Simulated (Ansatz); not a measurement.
B2Cl. The state is a quartet with charge 0. Geometry r2SCAN-D4/def2-TZVP; atoms count from 1.

```xyz
3

B    -0.379    0.825   -1.289
B    -0.013    0.029   -0.045
Cl    0.392   -0.854    1.334
```

The structure comes from a short search, and lower isomers may exist.

Q: Estimate the Mulliken populations from the PBE0/def2-TZVP orbitals of Ansatz.

A: 
```csv
atom,charge (e),spin (α − β)
B1,-0.07,1.94
B2,0.09,0.96
Cl3,-0.02,0.10
```
Mulliken values depend strongly on the basis.

Q: Where does the spin sit?

A: Summed by element: B 2.90, Cl 0.10, of 3 unpaired in all. Largest on single atoms: B1 1.94, B2 0.96, Cl3 0.10.

Q: And the Mayer bond orders between heavy atoms (over 0.3)?

A: B1–B2 1.87 (1.52 Å); B2–Cl3 1.43 (1.69 Å).
